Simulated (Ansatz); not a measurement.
**H5OSi2+: structure from calculated spectroscopic constants**

These gas-phase data were calculated for one isomer of H5OSi2+ at BLYP-D3(BJ)/def2-SVP (harmonic, unscaled wavenumbers; equilibrium rotational constants with average atomic masses):

```
rotational constants            : 51.35, 2.736, 2.685 GHz
all wavenumbers above 1500 cm⁻¹ : 2293, 2258, 2257, 2224, 2222
```

Candidates:

(1) `[OH+]1[SiH2][SiH2]1`, a singlet
(2) `[SiH2+]O[SiH3]`, a singlet
(3) `O[SiH+][SiH3]`, a singlet

Question: Which candidate do the data belong to?

Answer: Candidate (2). No mode falls between 3300 and 4000 cm⁻¹, where the O–H stretch of (1), (3) would stand.

The same quantities for all candidates:

```
     rotational constants (GHz)   wavenumbers above 1500 cm⁻¹  E above the lowest, BLYP-D3(BJ)/def2-SVP (kcal/mol)
(1)         13.61, 5.294, 4.226  3577, 2265, 2261, 2219, 2217                                                 15.4
(2)         51.35, 2.736, 2.685  2293, 2258, 2257, 2224, 2222                                                  0.0
(3)         19.31, 3.163, 2.813  3638, 2243, 2217, 2189, 2175                                                 14.3
```

Each candidate is one conformer. Programs: Ansatz 0.2.0.
